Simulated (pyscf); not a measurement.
Optimised with ωB97X-D3(BJ)/def2-SVP in PySCF.

**Question.** Estimate the classical barrier height and the reaction energy of CH₄ + H₃C–Ga(NH₂)–NH₂ → H₃C–Ga(CH₃)–NH₂ + NH₃ at ωB97M-D3(BJ)/def2-TZVP. The step runs on the singlet surface, breaks C–H, Ga–N and forms C–Ga, H–N; take the separated reactants as zero.

**Answer.** ΔE‡ = 151.3 kJ/mol, ΔE = +50.6 kJ/mol. Zero-point energy shifts the barrier by -3.3 kJ/mol. It is a four-centre exchange, with an imaginary mode of 1559i cm⁻¹. On the product side the descent ends in an adduct with a Ga–N contact, 74.2 kJ/mol under the separated species and 170.1 kJ/mol under the saddle at ωB97X-D3(BJ)/def2-TZVP. What is counted as broken (Ga–N) persists as a longer contact in the product adduct; parting that adduct is a step of its own. One saddle was located; it need not be the lowest between these sides. Elements up to Kr have no core potential and no relativistic terms here.
